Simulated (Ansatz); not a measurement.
Hematite (α-Fe2O3) was calculated with r²SCAN (Ansatz, a first-principles code, PAW).

Numerical settings: plane-wave cutoff 560 eV, 8×8×8 k mesh, Fermi–Dirac smearing 0.01 eV, spin-polarised with opposed moments, scalar-relativistic PAW data made under PBE.

Cell (measured lattice):

```xyz
10
Lattice="2.5170 -1.4532 -4.5840 -2.5170 -1.4532 -4.5840 0.0000 2.9064 -4.5840" Properties=species:S:1:pos:R:3 pbc="T T T"
Fe     0.0000     0.0000   -11.7773
Fe     0.0000     0.0000    -4.9013
Fe     0.0000     0.0000    -1.9747
Fe     0.0000     0.0000    -8.8507
O      0.9588     1.4532    -5.7300
O     -1.7379     0.1038    -5.7300
O     -0.9588    -1.4532    -8.0220
O     -0.7791     1.5570    -8.0220
O      1.7379    -0.1038    -8.0220
O      0.7791    -1.5570    -5.7300
```
Starting moments (μB, in the order of the record's atoms Fe Fe Fe Fe O O O O O O): 5.0 -5.0 5.0 -5.0 0.0 0.0 0.0 0.0 0.0 0.0.

Problem. Give the computed band gap, smallest direct gap on the k points sampled, direct gap at Γ and magnetic moment (largest site, within a sphere).

Solution. 
band gap: 1.54 eV
smallest direct gap on the k points sampled: 1.55 eV
direct gap at Γ: 2.17 eV
magnetic moment (largest site, within a sphere): 3.70 μB

Measured, for comparison: band gap 2.6 eV (temperature not stated, no zero-point or thermal correction, photoemission and inverse photoemission; as tabulated in Parkinson (2016), arXiv:1602.06774). Computed (rounded) less measured: band gap -1.06 eV.

Note: cell and atoms aren't relaxed at this level (largest force component 0.14 eV/Å, pressure -2.0 GPa); without U or exact exchange, gaps and moments of open d shells tend to come out too small.

Moments are spin moments.

It cost about 4 core-minutes (a rough figure) of CPU time.
